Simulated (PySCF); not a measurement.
# Functional benchmark on one molecule

Molecule: `CC`, C2H6.

Mapped SMILES: `[CH3:1][CH3:2]`; H(Xn) means a hydrogen on atom n.

Geometry PBE0-D3(BJ)/def2-SVP throughout; GIAO in PySCF, gas phase, one conformer, non-relativistic; equivalent atoms averaged; basis pcSseg-2.

Reference values (measured; solution, CDCl3, 298 K; Fulmer et al., Organometallics 2010, 29, 2176): δ(H(C1)/H(C2)) = 0.87 ppm, δ(C1/C2) = 6.9 ppm. Computed shifts are taken against TMS, calculated as an isolated molecule at each level.

Question: How do the functionals HF, LDA, PBE, BLYP, BP86, OPBE, KT2, KT3, B97-D, B3LYP, PBE0, mPW1PW91, WP04, B97-2, BHandHLYP, CAM-B3LYP, wB97X-D, LC-wPBE perform against the reference? Times are CPU seconds on shared hosts with different chips, so compare them loosely.

Answer: 
```
functional                    kind  H(C1)/H(C2)  C1/C2  abs. error H  abs. error C  core-s
        HF            Hartree–Fock         0.98   10.5          0.11           3.6     2.1
       LDA                     LDA         0.87    6.5          0.00           0.4     6.2
       PBE                     GGA         0.92    9.3          0.05           2.4       7
      BLYP                     GGA         0.98   10.1          0.11           3.2     7.7
      BP86                     GGA         0.91    9.4          0.04           2.5       7
      OPBE                     GGA         0.88   10.3          0.01           3.4     7.4
       KT2                     GGA         0.91    9.5          0.04           2.6     7.5
       KT3                     GGA         0.94   10.9          0.07           4.0       7
     B97-D                     GGA         0.96   10.6          0.09           3.7       7
     B3LYP           global hybrid         0.96    9.9          0.09           3.0     5.2
      PBE0           global hybrid         0.91    9.3          0.04           2.4     4.8
  mPW1PW91           global hybrid         0.91    9.5          0.04           2.6     4.8
      WP04           global hybrid         0.91   11.8          0.04           4.9     9.2
     B97-2           global hybrid         0.92   10.1          0.05           3.2     8.5
 BHandHLYP           global hybrid         0.96    9.9          0.09           3.0     8.5
 CAM-B3LYP  range-separated hybrid         0.97    9.0          0.10           2.1      11
   wB97X-D  range-separated hybrid         0.91    9.3          0.04           2.4      11
   LC-wPBE  range-separated hybrid         0.89    8.4          0.02           1.5      15
```

For ¹H the closest is LDA (0.00 ppm, with OPBE, LC-wPBE practically level) and the furthest BLYP (0.11 ppm).

For ¹³C the closest is LDA (0.4 ppm) and the furthest WP04 (4.9 ppm). One molecule is a small sample, and vibrational and solvent effects are absent from the calculation.
